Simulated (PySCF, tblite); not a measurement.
**C₅H₁₀Cl radical: geometry, infrared bands and EPR parameters**

Wanted: the infrared bands and EPR parameters of C₅H₁₀Cl radical (`CC(C)C[CH]Cl`), by calculation.

Computed with tblite 0.8.0 and PySCF 2.14.0, with density-fitted response routines of our own, on a single molecule in the gas phase. Atoms count from 0, in the outputs and in this text.

### 1 Starting geometry

16 atoms, charge 0, multiplicity 2; geometry from: force field or distance geometry start.

Bonds of the start (Å): C0–C1 1.51, C1–C2 1.52, C1–C3 1.49, C3–C4 1.50, C4–Cl5 1.76, C0–H6 1.13, C0–H7 1.11, C0–H8 1.12, C1–H9 1.09, C2–H10 1.11, C2–H11 1.12, C2–H12 1.10, C3–H13 1.13, C3–H14 1.10, C4–H15 1.13.

### 2 Geometry optimisation with GFN2-xTB

The job: settings as JSON, then the geometry in Å.

```
{"job": {"kind": "relax", "xc": "GFN2-xTB", "basis": "xTB"}, "charge": 0, "multiplicity": 2}
C     -0.583500     1.288900     0.715800
C     -0.347400     0.216900    -0.315700
C     -1.548900    -0.708600    -0.328700
C      0.848000    -0.639700    -0.063700
C      2.166300     0.078500     0.003900
Cl     2.985700     0.224600    -1.548700
H     -1.691000     1.503000     0.769600
H     -0.273300     1.015800     1.748200
H     -0.100200     2.254200     0.413200
H     -0.239300     0.689700    -1.293100
H     -2.005700    -0.613100    -1.332700
H     -2.270700    -0.459300     0.497100
H     -1.245000    -1.758200    -0.187500
H      0.698600    -1.117000     0.949100
H      0.823700    -1.463900    -0.796300
H      2.775200    -0.502800     0.758100
```

Run with:

```console
> OMP_NUM_THREADS=1 python probes_run.py task.json out
```

This one command runs all jobs of the session in turn.

What it wrote:

```text
step      E/eV     max force
  0    -551.26785    2.420
  1    -551.51910    1.560
  2    -551.63926    0.994
  3    -551.69328    0.833
  4    -551.75514    0.499
  5    -551.78064    0.494
  6    -551.80231    0.376
  7    -551.81523    0.254
  8    -551.82279    0.189
  9    -551.82837    0.178
 10    -551.83558    0.261
 11    -551.84563    0.302
 12    -551.85838    0.272
 13    -551.87330    0.350
 14    -551.89161    0.377
 15    -551.91332    0.502
 16    -551.93342    0.457
 17    -551.94772    0.271
 18    -551.95747    0.201
 19    -551.96565    0.237
 20    -551.97326    0.244
 21    -551.97820    0.355
 22    -551.98234    0.177
 23    -551.98531    0.148
 24    -551.99011    0.124
 25    -551.99212    0.124
 26    -551.99621    0.152
 27    -551.99965    0.178
 28    -552.00501    0.207
 29    -552.00995    0.258
 30    -552.01398    0.122
 31    -552.01648    0.097
 32    -552.01777    0.091
 33    -552.02022    0.098
 34    -552.02223    0.110
 35    -552.02388    0.113
 36    -552.02529    0.100
 37    -552.02754    0.097
 38    -552.03098    0.139
 39    -552.03531    0.152
 40    -552.03929    0.141
 41    -552.04264    0.130
 42    -552.04665    0.145
 43    -552.05227    0.186
 44    -552.05720    0.280
 45    -552.06100    0.174
 46    -552.06338    0.142
 47    -552.06550    0.104
 48    -552.06736    0.094
 49    -552.06958    0.111
 50    -552.07230    0.114
 51    -552.07439    0.139
 52    -552.07731    0.160
 53    -552.08133    0.177
 54    -552.08660    0.190
 55    -552.09212    0.213
 56    -552.09669    0.237
 57    -552.09651    0.352
 58    -552.10646    0.206
 59    -552.11052    0.124
 60    -552.11391    0.147
 61    -552.11577    0.101
 62    -552.11764    0.099
 63    -552.11951    0.068
 64    -552.12081    0.076
 65    -552.12201    0.097
 66    -552.12345    0.099
 67    -552.12526    0.089
 68    -552.12713    0.101
 69    -552.12909    0.121
 70    -552.13092    0.129
 71    -552.13232    0.102
 72    -552.13316    0.068
 73    -552.13374    0.070
 74    -552.13422    0.053
 75    -552.13464    0.055
 76    -552.13487    0.032
 77    -552.13496    0.024
 78    -552.13502    0.024
 79    -552.13509    0.020
 80    -552.13515    0.017
 81    -552.13520    0.016
 82    -552.13523    0.012
 83    -552.13525    0.012
 84    -552.13526    0.010
 85    -552.13528    0.016
 86    -552.13531    0.014
 87    -552.13533    0.010
 88    -552.13534    0.009
```

Run time: 0.42 s. Hardware: 1 thread of Arm Neoverse V2, shared host.

Step by step: (not every step is listed)

```
step  energy from step 0 (eV)  largest force (eV/Å)
   0                   0.0000                2.4198
   1                  -0.2513                1.5604
   2                  -0.3714                0.9937
   3                  -0.4254                0.8326
   4                  -0.4873                0.4994
   5                  -0.5128                0.4941
   6                  -0.5345                0.3758
   7                  -0.5474                0.2537
   8                  -0.5549                0.1890
  15                  -0.6455                0.5022
  22                  -0.7145                0.1772
  29                  -0.7421                0.2583
  36                  -0.7574                0.0996
  43                  -0.7844                0.1860
  50                  -0.8045                0.1142
  57                  -0.8287                0.3523
  64                  -0.8530                0.0760
  71                  -0.8645                0.1021
  78                  -0.8672                0.0235
  83                  -0.8674                0.0117
  84                  -0.8674                0.0102
  85                  -0.8674                0.0161
  86                  -0.8675                0.0141
  87                  -0.8675                0.0102
  88                  -0.8675                0.0094
```

Distances of close pairs at the start and the end, largest changes first:

```csv
bond,before (Å),after (Å),change (Å)
C4–Cl5,1.762,1.698,-0.063
C1–C3,1.492,1.553,+0.061
C4–H15,1.130,1.074,-0.056
C0–H6,1.129,1.088,-0.042
C3–H13,1.130,1.092,-0.038
C2–H11,1.125,1.088,-0.037
C0–H8,1.121,1.087,-0.034
C3–C4,1.503,1.473,-0.030
```

The next job starts from the end point, and lists it.

### 3 Infrared spectrum with GFN2-xTB

The job: settings as JSON, then the geometry in Å.

```
{"job": {"kind": "ir", "xc": "GFN2-xTB", "basis": "xTB"}, "charge": 0, "multiplicity": 2}
C     -0.476899     1.283794     0.592775
C     -0.347470     0.088488    -0.344681
C     -1.623408    -0.745598    -0.332505
C      0.860550    -0.800132     0.058653
C      2.154682    -0.097011     0.027534
Cl     2.813433     0.363803    -1.468328
H     -1.334585     1.891723     0.313421
H     -0.612399     0.948962     1.619237
H      0.412597     1.907271     0.546457
H     -0.169356     0.453052    -1.361395
H     -2.474552    -0.139249    -0.634286
H     -1.814850    -1.129614     0.667287
H     -1.544198    -1.588182    -1.015724
H      0.694239    -1.179195     1.068924
H      0.882926    -1.647098    -0.633952
H      2.571691     0.397930     0.885171
```

What it wrote:

```text
mode    cm-1     km/mol
  1      49.4      0.38
  2      75.9      0.30
  3     195.6      1.89
  4     220.5      0.99
  5     244.2      0.66
  6     293.8      5.39
  7     335.4     21.16
  8     389.0      9.55
  9     432.9      5.08
 10     493.0      3.95
 11     739.8      3.15
 12     846.6      3.34
 13     917.8      2.24
 14     949.4      2.17
 15     969.4      0.50
 16     983.5      0.74
 17    1086.5      0.54
 18    1131.8     20.38
 19    1145.5      6.82
 20    1173.9     12.87
 21    1213.2     29.14
 22    1241.5     23.77
 23    1280.0      6.42
 24    1311.7      7.30
 25    1333.8      7.25
 26    1407.7      6.85
 27    1420.6      2.21
 28    1452.4      2.50
 29    1494.8      0.25
 30    1496.2      1.63
 31    1504.2      1.77
 32    1506.6      3.82
 33    2936.1     14.07
 34    2941.9     36.64
 35    2977.1     26.75
 36    3027.0      2.38
 37    3029.5      8.93
 38    3032.0     77.97
 39    3035.7     59.74
 40    3038.9     38.37
 41    3042.1     28.38
 42    3110.4     10.78
```

It took 0.35 s on 1 thread of Arm Neoverse V2, shared host.

Which atoms move in the most intense modes:

```
cm⁻¹  km/mol                                 atoms
1213    29.1  H15 27 %, C4 20 %, H14 13 %, C1 10 %
1242    23.8          H13 28 %, H15 23 %, H14 11 %
2942    36.6                               H9 85 %
2977    26.8                              H13 91 %
3032    78.0  H11 43 %, H7 22 %, H6 12 %, H10 11 %
3036    59.7            H12 40 %, H6 30 %, H8 11 %
3039    38.4          H10 38 %, H12 29 %, H11 22 %
3042    28.4                      H8 75 %, H6 17 %
```

### 4 EPR parameters: B3LYP/pcH-1

Same as in step 3 but for these lines:

```diff
@@ -1,2 +1,2 @@
-{"job": {"kind": "ir", "xc": "GFN2-xTB", "basis": "xTB"}, "charge": 0, "multiplicity": 2}
+{"job": {"kind": "epr", "basis": "pcH-1"}, "charge": 0, "multiplicity": 2}
 C     -0.476899     1.283794     0.592775
```

Level: UKS B3LYP, pcH-1 on C Cl H, non-relativistic, mean-field spin-orbit, GIAO.

What it wrote:

```text
UKS, coarse grid
  cycle   1  E = -656.67409290  |g| = 3.32e-01
  cycle   2  E = -656.65580161  |g| = 3.74e-01
  cycle   3  E = -656.72760564  |g| = 4.46e-02
  cycle   4  E = -656.72839150  |g| = 2.35e-02
  cycle   5  E = -656.72864808  |g| = 4.75e-03
  cycle   6  E = -656.72866116  |g| = 2.05e-03
  cycle   7  E = -656.72866384  |g| = 8.27e-04
UKS, final grid
  cycle   1  E = -656.72861716  |g| = 9.76e-04
  cycle   2  E = -656.72861666  |g| = 1.43e-03
  cycle   3  E = -656.72861761  |g| = 9.37e-05
  cycle   4  E = -656.72861762  |g| = 3.85e-05
  cycle   5  E = -656.72861762  |g| = 1.06e-05
E = -656.72861762 Eh   <S^2> = 0.7540 (exact 0.7500)
g shifts (ppm)      1          2          3
  rmc          -176       -176       -176
  gc             -2         22         28
  oz_so        -491       5182       7037
  total        -669       5028       6889
hyperfine (MHz)  atom isotope    a_iso     a_fc   dipolar eigenvalues
    0   13C       0.67       0.67     -1.14      0.06      1.08
    1   13C      56.35      56.36     -6.74     -6.28     13.02
    2   13C      -1.04      -1.03     -0.88     -0.82      1.70
    3   13C     -29.26     -29.30     -2.04     -0.71      2.75
    4   13C     130.85     130.33    -80.42    -79.73    160.15
    5  35Cl       6.01       6.10    -30.56    -20.22     50.78
    6    1H      -0.71      -0.71     -1.56     -0.91      2.47
    7    1H       0.64       0.64     -1.94     -1.53      3.47
    8    1H       0.42       0.42     -4.49     -2.83      7.31
    9    1H      -4.71      -4.72     -4.77     -1.04      5.81
   10    1H       5.41       5.41     -1.24     -0.53      1.77
   11    1H       0.23       0.23     -1.34     -0.94      2.29
   12    1H      -0.13      -0.13     -1.51     -0.79      2.30
   13    1H      11.63      11.62     -5.43     -4.13      9.56
   14    1H      59.74      59.72     -4.79     -4.67      9.45
   15    1H     -57.83     -57.96    -37.20     -1.37     38.58
```

Run time: 61 s. Hardware: 1 thread of Arm Neoverse V2, shared host; peak memory 0.96 GiB.

Principal g values 2.00165, 2.00735, 2.00921; g(iso) = 2.00607, against 2.00232 for a free electron.

Mean a(iso) over the nuclei that a row names, and the largest dipolar term of the row (other rows stand at the frozen geometry):

```csv
nuclei,isotope,a(iso) (MHz),"a(iso) (G, at g = 2.0023)",largest dipolar term (MHz)
C4,13C,130.8,46.7,160.1
H15,1H,-57.8,-20.6,38.6
C1,13C,56.3,20.1,13.0
"H13, H14",1H,35.7,12.7,9.6
C3,13C,-29.3,-10.4,2.7
Cl5,35Cl,6.0,2.1,50.8
H9,1H,-4.7,-1.7,5.8
"H6, H7, H8, H10, H11, H12",1H,1.0,0.3,7.3
"C0, C2",13C,-0.2,-0.1,1.7
```

Mulliken spin populations:

C0 0.00; C1 0.05; C2 0.00; C3 -0.08; C4 0.94; Cl5 0.09; H6 0.00; H7 0.00; H8 0.00; H9 0.00; H10 0.00; H11 0.00; H12 0.00; H13 0.01; H14 0.03; H15 -0.04

In first order the couplings over 0.8 MHz of 1H, 35Cl give 332 distinct lines over 56.3 G, if the averaged nuclei exchange fast.

Orbitals, density, ELF and potential are computed afterwards from the orbital file.

ELF in a plane through or near 6 of the atoms.

Ten even steps from '0' (0.00) to '9' (1.00):
```
0000000000000000000000000000
0000000000000000000000000000
0000000000000000000000000000
0000000000254101343000000000
0000000002799634787300000000
0000000001799967999500000000
0000000000399813887200000000
0000001220047512641000000000
0000002676301799400365300000
0000002657624633644788610000
0000013434867844943898610000
0000124736855876848475300000
0000112453478521588731000000
0000001111599830799950000000
0000000001699940799960000000
0000000000599710289830000000
0000000000155100023100000000
0000000000000000000000000000
0000000000000000000000000000
0000000000000000000000000000
```
The map spans 10.9 Å across and 9.1 Å up, centred on the molecule. Atoms in the plane (x, y in Å): C0 (0.3, 1.5), C2 (1.7, -0.7), C4 (-2.1, -0.3), H8 (-0.6, 1.9), H12 (1.7, -1.7), H14 (-0.7, -1.8).

On the surface of density 0.002 e/bohr³ the electrostatic potential runs, from the 1st to the 99th percentile, from -0.54 V near Cl5 to 0.94 V near H15.

The spin density lies nearest to C4 63 %; Cl5 14 %; H15 9 %.

### 5 Outcome

```
                                 quantity                 value
strongest single infrared mode (GFN2-xTB)  3032 cm⁻¹, 78 km/mol
             zero-point energy (GFN2-xTB)         85.1 kcal/mol
                           g(iso) (B3LYP)               2.00607
                                     ⟨S²⟩    0.754 (exact 0.75)
       largest a(iso) (averaged by class)  13C on C4, 130.8 MHz
    surface potential, 1st and 99th percentile    -0.54 V and 0.94 V
```

In words: Over 88 steps the energy fell by 0.867 eV; of the close pairs, C4–Cl5 changed most, 1.762 to 1.698 Å. No mode is imaginary among the 42: a minimum at this level. GFN2-xTB is a fitted tight-binding method: band positions and strengths are rough. Its intensities can rank the bands wrongly. C4 carries the largest spin population, 0.94 e. The isotropic g lies 3.8 ppt above the free-electron value.
